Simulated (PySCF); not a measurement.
PySCF input:

```python
from pyscf import gto, scf, dft

mol = gto.M(
    atom='''
    S    -1.55175709    0.11465571    0.05605209
    C    -0.00600553   -0.19561927   -0.38176004
    S     1.55400916   -0.04129848    0.08710793
    ''',
    basis='def2-tzvpd',
    charge=-1,
    spin=1,
    verbose=4,
)

mf = dft.UKS(mol, xc='tpssh').density_fit(auxbasis='def2-universal-jkfit')
mf.grids.level = 3
mf.conv_tol = 1e-9
mf.max_cycle = 100
mf.max_memory = 1500
mf.kernel()
if not mf.converged:
    mf = mf.newton()
    mf.kernel(mf.make_rdm1())
for _ in range(2):
    mo, _, stable, _ = mf.stability(return_status=True)
    if stable:
        break
    mf.kernel(mf.make_rdm1(mo, mf.mo_occ))
mf.analyze()
```

Task: Which total energy does the run end on?

Result: -834.58496 Eh (TPSSh/def2-TZVPD).
